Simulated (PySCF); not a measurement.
# C3H3Cl (propargyl chloride): the cost of one run

Programs: PySCF 2.14.0, with routines of our own; each step states its level. All values are computed. Atoms count from 0.

### Step 1. The starting structure

7 atoms, charge 0, multiplicity 1; geometry from: GFN2-xTB.

### Step 2. Optimising the geometry at PBE0-D3(BJ)/def2-TZVP

The job: settings as JSON, then the geometry in Å.

```
{"job": {"xc": "PBE0", "basis": "def2-TZVP", "d3": "d3bj", "grid": 2, "kind": "geom"}, "charge": 0, "multiplicity": 1}
C      1.654202    -0.472894     0.171765
C      0.487199    -0.241173     0.039601
C     -0.903390     0.095374    -0.111448
Cl    -1.124353     1.884352    -0.016332
H      2.671627    -0.701331     0.284813
H     -1.280627    -0.218934    -1.085658
H     -1.501326    -0.340490     0.690182
```

Command:

```console
$ OMP_NUM_THREADS=1 python excited_run.py task.json out
```

The driver reads the jobs from task.json and runs them one after another.

Q: Estimate the wall time and peak memory of this first job on 1 thread of AMD EPYC 9R45, shared host.

About 11 s, with a peak of 0.59 GiB.
